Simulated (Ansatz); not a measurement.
A made-up structure of CH₃BF, doublet:

```
atom    x (Å)    y (Å)    z (Å)
  C1  -0.6069   0.2113  -0.4581
  B2   0.5929  -0.2171   0.3850
  F3   0.5780   0.0135   1.6961
  H4  -0.6506   0.0494  -1.5302
  H5   0.8465  -1.0241  -0.3940
  H6   1.5642  -0.7568  -0.0643
```

It is relaxed with PBE-D4/def2-SVP and then PBE0-D4/def2-TZVP (Ansatz 0.2.0). Atoms count as bonded within 1.22 times the sum of their covalent radii (H–H: 0.88 Å). The end point is not checked to be a true minimum.

Problem. Does its bonding change? (Judge from chemistry; the calculation decides.)

Solution. The calculation gives: Yes. Formed: C1–H5; broken: B2–H5, H5–H6.

Where it ends: The first stage lowers the energy by 4.47 eV in 16 steps. It ends as CH₃BF ([CH2][BH][F]):
```
6
angstrom
C -0.1788 -0.4947 -0.5703
B 0.9419 -0.0669 0.3757
F 0.8934 -0.4475 1.6505
H -0.1924 -0.2146 -1.6185
H -1.0191 -1.1009 -0.2427
H 1.8789 0.6008 0.0397
```

Labels in which every atom is bracketed show which atoms are joined, not bond orders.

For scale, one of the runs: PBE0-D4/def2-TZVP relaxation, 111 basis functions, launched by `ansatz run in.yaml --threads 2 --pin off --events-out ev --progress --plain --max-ram 4352MiB`. The run took about 14 s on 2 CPU threads of an Arm Neoverse V1 (shared host).
